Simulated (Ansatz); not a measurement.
## Phonon frequency of some carbides

Method: PBE (Ansatz, a quantum-chemistry and plane-wave program, plane waves, PAW). References are measured values at room or unstated temperature, uncorrected, so that the deviations hold thermal and zero-point effects besides the level's error. The table is a random draw of 6 from 15 values with such references.

Values in cm⁻¹.

```tsv
solid	reference	PBE	deviation (%)
rock-salt NbC (X TO)	574†	538	-6.3
3C-SiC (X LA)	640†	622	-2.8
rock-salt NbC (L TA)	133†	105	-21
3C-SiC (L TA)	266	259	-2.6
3C-SiC (X LO)	829	804	-3.0
rock-salt NbC (X LO)	594†	?	?
```

### Question
Estimate the withheld PBE value.

### Answer
The deviations of the other rows run from -21 % to -2.6 %, with a median of -3.0 %; carried to the reference 594 it gives 576 cm⁻¹. The run gives 576 cm⁻¹ (-3.0 %); the row was picked among those where that median comes within half of the row's own deviation. Over these 6 values the mean deviation is -6.5 %, the mean absolute deviation 6.5 % (median 3.0 %), and the worst case rock-salt NbC (L TA) at -21 % (its reference is marked and can be at fault); the value is too low in 6 of 6 cases. Over all 15 the mean deviation is -5.4 % and the mean absolute deviation 5.4 % (median 3.0 %).

† marks references with one source in our tables, § those from which another value on file, of any temperature, differs by over 15 %.

Differences are worked out from the printed values.

Each level is taken at its own relaxed cell. Ansatz's density-functional and Hartree–Fock values are scalar-relativistic unless marked +SOC, with PAW data made under PBE.

Ansatz's runs of these crystals have no spin polarisation.

Of the class's solids with a reference value and a result at some level, none was set aside. Values held back for tests aren't counted. Layered and molecular crystals are counted apart.

References as tabulated in Savrasov (1996), arXiv:cond-mat/9604125; Wang et al. (1996), arXiv:mtrl-th/9510002.
